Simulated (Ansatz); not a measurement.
## C₂H₄S, SMILES C1CS1: the interaction energy of a dimer with the counterpoise correction

Program: the Python package of Ansatz (0.2.0).

`c2h4s.py`:
```python
# -*- coding: utf-8 -*-
"""Interaction energy of two C2H4S molecules, with the counterpoise correction."""

import ansatz as az

FIRST = [
    ("C", (-0.5041, 0.082, -0.4964)),
    ("C", (0.5907, -0.0452, 0.4368)),
    ("S", (-0.8901, -0.8686, 0.8525)),
    ("H", (-0.4406, -0.3752, -1.4646)),
    ("H", (-1.0699, 1.0695, -0.5414)),
    ("H", (0.8648, 0.8068, 1.0724)),
    ("H", (1.449, -0.6694, 0.1404)),
]
SECOND = [
    ("C", (-0.4875, -3.5468, -2.1957)),
    ("C", (-1.6933, -4.2096, -1.757)),
    ("S", (-0.1939, -4.7813, -1.0723)),
    ("H", (-0.3045, -2.5266, -1.9199)),
    ("H", (-0.0918, -3.7705, -3.2401)),
    ("H", (-2.2102, -4.9017, -2.4343)),
    ("H", (-2.3724, -3.6534, -1.091)),
]

def energy(atoms, ghosts=()):
    molecule = az.Crystal.molecule()
    for symbol, xyz in atoms:
        molecule = molecule.atom(symbol, xyz)
    calc = (
        molecule.calculation()
        .basis(gaussian="def2-SVP")
        .functional("pbe0")
    )
    deck = calc.input()
    if ghosts:
        deck = deck.set(az.key.basis.gaussian.ghost_atoms, [{"symbol": s, "position_ang": list(xyz)} for s, xyz in ghosts])
    return az.Session.from_dict(deck).plan().execute().report["free_energy_ev"]


def main():
    # ghost atoms carry the functions of the partner
    both = energy(FIRST + SECOND)
    alone = energy(FIRST) + energy(SECOND)
    ghosted = energy(FIRST, SECOND) + energy(SECOND, FIRST)
    print(f"dimer {both:.6f} eV")
    print(f"interaction, uncorrected   {(both - alone):8.3f} eV")
    print(f"interaction, counterpoise  {(both - ghosted):8.3f} eV")
    print(f"basis-set superposition    {(alone - ghosted):8.3f} eV")


if __name__ == "__main__":
    main()
```

```console
$ python c2h4s.py
dimer -25924.663973 eV
interaction, uncorrected     -0.027 eV
interaction, counterpoise     0.015 eV
basis-set superposition       0.042 eV
```

Uncorrected it is -0.027 eV, with the counterpoise correction 0.015 eV; the difference, 0.042 eV, is the superposition error. The sign changes with the correction, so this basis doesn't settle it.

Total energies depend on the basis set; only differences at equal settings carry meaning. The dimer is a generated trial pose of unrelaxed monomers, not a minimum, so the figure is no binding energy, and the basis set is small. This level lacks the dispersion part of the attraction (electrostatics and induction are there), which can decide the sign where the interaction is weak. It ran for 15 s on 1 thread of Arm Neoverse V1, on a shared host, peak memory 0.34 GiB.
